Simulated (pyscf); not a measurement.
**Four-centre exchange: AsH₃ + silane (SiH₄) → H₃Si–AsH₂ + hydrogen (H₂)**

Gas phase, singlet surface, charge 0. Bonds broken: As1–H2, Si5–H6. Bonds formed: As1–Si5, H2–H6. Single points on ωB97X-D3(BJ)/def2-SVP structures (PySCF, gas phase).

Transition state (Å):

```xyz
9

As     0.4464     1.7165    -0.7273
H      0.7578    -0.0792    -0.1137
H      1.9260     1.4370    -0.9769
H      0.0329     1.1145    -2.0621
Si    -0.7104    -0.2993     0.6631
H      0.8318    -0.9946     0.3910
H     -1.2035    -1.7203     0.6838
H     -0.3558     0.2183     2.0049
H     -1.8918     0.4263     0.0753
```

One imaginary mode, 1617i cm⁻¹; descent along it reached the two sides named.

```tsv
bond	change	reactant side (Å)	saddle	product side
As1–H2	breaks	1.521	1.923	3.9
Si5–H6	breaks	1.491	1.713	3.4
As1–Si5	forms	3.8	2.7	2.354
H2–H6	forms	2.9	1.048	0.760
```

Electronic energies relative to the separated reactants (kcal/mol):

| level | barrier | reaction energy | reverse barrier |
|---|---|---|---|
| ωB97X-D3(BJ)/def2-TZVP | 62.8 | -5.3 | 68.1 |
| PBE/def2-TZVP | 55.1 | -2.8 | 57.8 |
| r²SCAN/def2-TZVP | 58.1 | -2.8 | 61.0 |
| B3LYP-D3(BJ)/def2-TZVP | 62.0 | -1.8 | 63.8 |
| PBE0-D3(BJ)/def2-TZVP | 57.8 | -3.1 | 60.9 |
| M06-2X/def2-TZVP | 63.9 | -2.9 | 66.9 |
| ωB97M-D3(BJ)/def2-TZVP | 65.0 | -0.8 | 65.8 |
| HF/def2-TZVP | 86.5 | +4.5 | 82.0 |

With ωB97M-D3(BJ)/def2-TZVP energies and thermal terms (ideal gas, 1 atm, RRHO with modes under 100 cm⁻¹ raised to 100, one conformer, R ln 2 for chiral ones without a mode under 150 cm⁻¹), in kcal/mol:

| T (K) | ΔH‡ | ΔG‡ | ΔH | ΔG |
|---|---|---|---|---|
| 298 | 64.3 | 72.8 | -1.9 | -1.5 |
| 600 | 64.7 | 81.4 | -0.5 | -1.8 |
| 900 | 65.5 | 89.5 | +0.5 | -2.7 |
| 1200 | 66.3 | 97.4 | +1.1 | -3.8 |

At the saddle there is also a short H–Si contact that neither side keeps. This is the saddle that the search found; another between the same sides may lie lower. Elements up to Kr have no core potential and no relativistic terms here.
